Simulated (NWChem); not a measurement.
Species: C$_{2}$H$_{3}$O, doublet; SMILES C[C]=O

Results from NWChem. Spin-unrestricted. In the optimisation the excess spin sits in a' (Cs, its own frame). Coordinates come from a PBE-D3(BJ)/def2-SVP, spin-unrestricted optimisation. No stability test was run on the SCF state. Level M06-2X/def2-SVP: energy and gradient on several grids; changes count from the extra-fine grid, which is no exact limit either.

Task: Which is the coarsest grid (xfine; coarse; fine; xcoarse; medium) from which on the energy stays within 50 μHa and each gradient component within 100 μHa/bohr of xfine?

Result: fine.
```
grid     size of the energy change (μHa)  largest change of a gradient component (μHa/bohr)
-------  -------------------------------  -------------------------------------------------
xcoarse                             9000                                               2000
coarse                               500                                                300
medium                                10                                                200
fine                                < 10                                               < 30
xfine                               < 10                                               < 30
```
